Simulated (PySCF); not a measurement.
# C3H6S: the cost of one run

Computed with PySCF 2.14.0, with density-fitted response routines of our own, on a single molecule in the gas phase. Atoms count from 0, in the outputs and in this text.

## 1. The molecule as given

10 atoms, charge 0, multiplicity 1; geometry from: MMFF94s.

Bonds of the start (Å): C0–C1 1.34, C1–S2 1.73, S2–C3 1.81, C0–H4 1.08, C0–H5 1.09, C1–H6 1.09, C3–H7 1.09, C3–H8 1.09, C3–H9 1.09.

## 2. Geometry optimisation at PBE0-D3(BJ)/def2-SVP

The job: settings as JSON, then the geometry in Å.

```
{"job": {"xc": "PBE0", "basis": "def2-SVP", "d3": "d3bj", "grid": 1, "kind": "geom"}, "charge": 0, "multiplicity": 1}
C      2.049949    -0.589230    -0.094548
C      0.809490    -0.107820    -0.220784
S     -0.420840    -0.497873     0.928640
C     -1.817673     0.417635     0.237860
H      2.816094    -0.339217    -0.820776
H      2.334781    -1.239380     0.727263
H      0.567958     0.539713    -1.059036
H     -1.594207     1.487509     0.200872
H     -2.048930     0.061280    -0.769843
H     -2.696623     0.267384     0.870353
```

Run with:

```sh
> OMP_NUM_THREADS=1 python probes_run.py task.json out
```

One launch serves the whole session: the jobs run in the order shown.

**Question.** How long does this first job take on 1 thread of Arm Neoverse V2, shared host, and how much memory does it need?

About 11 s, with a peak of 0.37 GiB.
